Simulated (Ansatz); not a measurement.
Compare A (`OC1(F)COC1`) with its isomer B (`C=C(O)OCF`).

Computed with Ansatz on PBE0-D4/def2-TZVP structures; ΔE is electronic, products minus reactants. CCSD(T)/CBS adds triple-zeta CCSD(T) − MP2 to the extrapolated MP2 energy (def2 sets, frozen cores). Functionals use def2-TZVPP. B3LYP here is the variant with VWN-RPA as its local correlation; programs differ in this. Each species was taken in one conformer, which may not be the lowest.

A:

```xyz
11

O     1.267    0.580    1.092
C     0.326    0.568    0.085
F     0.364    1.808   -0.456
C    -1.080    0.052    0.413
O    -0.875   -1.090   -0.432
C     0.369   -0.579   -0.933
H     1.283   -0.282    1.517
H    -1.261   -0.225    1.456
H    -1.881    0.703    0.050
H     0.297   -0.244   -1.972
H     1.191   -1.292   -0.821
```

B:

```xyz
11

C     1.035    1.041    0.267
C     0.562    0.193   -0.643
O     1.082    0.080   -1.873
O    -0.475   -0.661   -0.497
C    -1.130   -0.657    0.735
F    -2.120   -1.571    0.636
H     0.607    1.120    1.254
H     1.873    1.669    0.010
H     0.580   -0.587   -2.352
H    -0.443   -0.957    1.534
H    -1.569    0.328    0.930
```

Question: Which is lower in electronic energy at CCSD(T)/CBS, and by how much? (Best estimate.)

Answer: Ansatz gave: B, by 8.0 kcal/mol.

Question: Give E(B) − E(A) in kcal/mol with PBE-D4, MP2/def2-TZVPP, CCSD(T)/def2-TZVPP, ωB97M-V, r2SCAN-D4, CCSD/def2-TZVPP, B3LYP-D4. (An estimate is asked.)

Answer: Computed: PBE-D4 -8.5, MP2/def2-TZVPP -8.0, CCSD(T)/def2-TZVPP -7.7, ωB97M-V -7.7, r2SCAN-D4 -10.0, CCSD/def2-TZVPP -7.4, B3LYP-D4 -11.3. None reverses the order clearly.

Largest T1 diagnostic: 0.012.

From PBE to PBE0 (25 % exact exchange), in def2-TZVPP and without D4, E(B) − E(A) moves by +1.5 kcal/mol. In def2-TZVPP, CCSD(T) changes the Hartree–Fock value by +3.5 kcal/mol (the triples alone add −0.3 kcal/mol) and MP2 by +3.2 kcal/mol.
